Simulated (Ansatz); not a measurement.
Reaction: C3H4 (SMILES C#CC) → C2H (SMILES [C]#C, doublet) + CH3 (SMILES [CH3], doublet) (the C-C bond breaks)
Each species at its own B3LYP-D3(BJ)/def2-TZVP minimum (Ansatz, an electronic-structure program).

Total energies in hartree (Ansatz). Radicals and triplets start from unrestricted determinants; spin-orbit coupling is neglected. Correlated methods leave the cores frozen. No relativity. The UHF reference of C2H ([C]#C, doublet) is spin-contaminated (<S^2> up to 0.36 over the pure value in the sets run).

```csv
species,HF/cc-pVTZ,CCSD(T)/cc-pVTZ,HF/cc-pVQZ,CCSD(T)/cc-pVQZ,CCSD(T)/cc-pVDZ,CCSDT(Q)/cc-pVDZ
"1: C3H4 (prop-1-yne, SMILES C#CC)",-115.90848,-116.43512,-115.91599,-116.46867,-116.31489,-116.31674
"2: C2H (SMILES [C]#C, doublet)",-76.17745,-76.46716,-76.18236,-76.48720,-76.39801,-76.40053
"3: CH3 (SMILES [CH3], doublet)",-39.57748,-39.76098,-39.58026,-39.77245,-39.71583,-39.71634
```

Work out the bond dissociation energy (electronic) in kcal/mol: take Hartree-Fock from cc-pVQZ, extrapolate the CCSD(T) correlation energy as X^-3 (X = 3, 4), and add CCSDT(Q) - CCSD(T) in cc-pVDZ. 1 hartree = 627.51 kcal/mol.


Species 1: correlation (64·(-0.55268) - 27·(-0.52664))/37 = -0.57168; step -0.00185; E1 = -115.91599 + (-0.57168) + (-0.00185) = -116.48952
Species 2: correlation (64·(-0.30484) - 27·(-0.28971))/37 = -0.31588; step -0.00252; E2 = -76.18236 + (-0.31588) + (-0.00252) = -76.50076
Species 3: correlation (64·(-0.19219) - 27·(-0.18350))/37 = -0.19853; step -0.00051; E3 = -39.58026 + (-0.19853) + (-0.00051) = -39.77930
-1·E1 +1·E2 +1·E3 = 0.20946 hartree = 131.4 kcal/mol.
